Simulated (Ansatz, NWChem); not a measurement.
## The same job for Ansatz

This NWChem 7.3.0 job computes C2H3F3 (SMILES FCC(F)F):

run.py:
```python
from ase import Atoms
from ase.calculators.nwchem import NWChem

mol = Atoms('FCCFFHHH', positions=[
    [-1.142800, -0.681000, 1.163100],
    [-0.188200, 0.195100, 0.711800],
    [0.172900, -0.152400, -0.711300],
    [0.824200, -1.335800, -0.756500],
    [1.011700, 0.803600, -1.182200],
    [0.701700, 0.118900, 1.342500],
    [-0.588500, 1.211500, 0.747300],
    [-0.698800, -0.217000, -1.370500],
])

calc = NWChem(
    label='nw',
    theory='dft',
    memory='2200 mb',
    basis='def2-SVP',
    basispar='spherical bse',
    dft={'xc': 'wb97x', 'mult': '1', 'grid': 'xfine', 'convergence': 'energy 1e-08', 'iterations': '100', 'mulliken': None},
)
mol.calc = calc

forces = mol.get_forces()
print("Total energy (eV):", round(mol.get_potential_energy(), 6))
print("forces (eV/A):")
for s, f in zip(mol.symbols, forces):
    print(f"{s:2s} {f[0]:10.5f} {f[1]:10.5f} {f[2]:10.5f}")
print("dipole (e A):", mol.get_dipole_moment().round(4))
```

```bash
$ export ASE_NWCHEM_COMMAND="nwchem PREFIX.nwi > PREFIX.nwo"
$ python run.py
```

The shape is that of a PBE0-D4/def2-TZVP optimisation. This is one conformer, not always the lowest.

It gives a total energy of -377.159298 Eh.

**Question.** Write the same calculation for Ansatz 0.2.0 as an input file of the program's own, asking for the energy.

**Answer.** One way, which was run:

molecule.yaml:
```yaml
crystal:
  periodic: [false, false, false]
  atoms:
    - {symbol: F, position_ang: [-1.142800, -0.681000, 1.163100]}
    - {symbol: C, position_ang: [-0.188200, 0.195100, 0.711800]}
    - {symbol: C, position_ang: [0.172900, -0.152400, -0.711300]}
    - {symbol: F, position_ang: [0.824200, -1.335800, -0.756500]}
    - {symbol: F, position_ang: [1.011700, 0.803600, -1.182200]}
    - {symbol: H, position_ang: [0.701700, 0.118900, 1.342500]}
    - {symbol: H, position_ang: [-0.588500, 1.211500, 0.747300]}
    - {symbol: H, position_ang: [-0.698800, -0.217000, -1.370500]}
basis:
  gaussian: {orbitals: def2-SVP}
output: {orbitals: {seedname: orbitals}}
accuracy: high
hamiltonian: {xc: {name: wB97X}}
```

```bash
$ ansatz run molecule.yaml --threads 1 --pin off --max-ram 3480MiB --events-out events.jsonl --progress --plain --runs-dir runs
```

Its energy is -377.159319 Eh, 0.021 mEh from the first.
